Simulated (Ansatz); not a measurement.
Saddle point of BNH$_{3}$F, singlet (BNH₃F ([NH2][BH][F]) → BNHF ([NH][B][F]) + H₂; bonds formed: H2–H4; bonds broken: B1–H2, N3–H4), PBE0-D4/def2-TZVP structure:

```
6
angstrom
B 0.1500 0.2953 0.3117
H 1.3552 -0.2805 -0.2085
N -0.8121 -0.3085 -0.3648
H 0.5901 -0.6371 -0.6189
F 0.5327 1.1637 1.2261
H -1.8159 -0.2329 -0.3457
```

Energies are electronic, without zero-point energy. Barriers and step energies count from the start structure reached by relaxing down the imaginary mode; all methods use the PBE0-D4 structures, on which another method's saddle can fall below an end. Ansatz 0.2.0; basis: def2-TZVPP, with def2-QZVPP for the basis limit; cores frozen in the correlated methods. B3LYP uses VWN-RPA correlation. Extrapolation: Hartree–Fock as exp(−7.88 √X), correlation as X^−2.97.

```
      method  barrier (kcal/mol)  step energy (kcal/mol)
       SPW92               70.57                   56.89
      PBE-D4               73.38                   51.04
     BLYP-D4               75.97                   46.92
   r2SCAN-D4               77.89                   53.13
      B97M-V               79.70                   52.17
     PBE0-D4               79.46                   54.85
    B3LYP-D4               80.70                   50.73
  r2SCAN0-D4               81.93                   55.70
    BHLYP-D4               87.63                   55.15
CAM-B3LYP-D4                   ?                   53.25
     wB97X-V                   ?                   54.56
     wB97M-V                   ?                   52.57
      B2PLYP               81.52                   51.08
    PBE-QIDH               82.89                   55.75
  RPA on PBE               82.18                   51.50
          HF               97.69                   55.90
         MP2               81.23                   51.13
        CCSD               85.57                   53.51
     CCSD(T)               82.72                   52.37
```

Fill in the withheld barriers. (An estimate is asked for; the value comes from the calculation.)

The calculation gives: wB97X-V 83.46; wB97M-V 81.63; CAM-B3LYP-D4 83.06 kcal/mol. Each is the energy of the saddle less that of the start structure, by the same method.

For comparison, the barrier by CCSD(T) at an estimated basis limit (MP2 extrapolated from triple and quadruple zeta, plus CCSD(T) − MP2 in triple zeta) is 82.02 kcal/mol.

The T1 diagnostic stays at or below 0.015.

Labels in which every atom is bracketed show which atoms are joined, not bond orders.

For scale, one of the runs: CCSD(T)/def2-TZVPP, 135 basis functions, launched by `ansatz run in.yaml --threads 2 --pin off --events-out ev --progress --plain --max-ram 4352MiB`. Hardware: 2 CPU threads of an Arm Neoverse V2, shared host. Wall time 8.5 s; peak host memory 0.75 GiB.
